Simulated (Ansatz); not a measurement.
## hcp Os: Voigt–Reuss–Hill bulk modulus by level of theory

No measured value is used here.

```
level (code)     value (GPa)  cell (Å³/atom)
---------------  -----------  --------------
LDA (Ansatz)               …           13.70
PBE (Ansatz)             397           14.27
PBEsol (Ansatz)          432           13.89
r²SCAN (Ansatz)          428           14.02
```

### Question
Fill in the missing entries.

### Answer

- LDA (Ansatz, a quantum-chemistry and plane-wave program), value (GPa): 448

Density-functional levels without +SOC have no spin–orbit coupling. Each level is taken at its own relaxed cell. Cutoffs differ between the levels. Ansatz's density-functional and Hartree–Fock values are scalar-relativistic unless marked +SOC, with PAW data made under PBE.
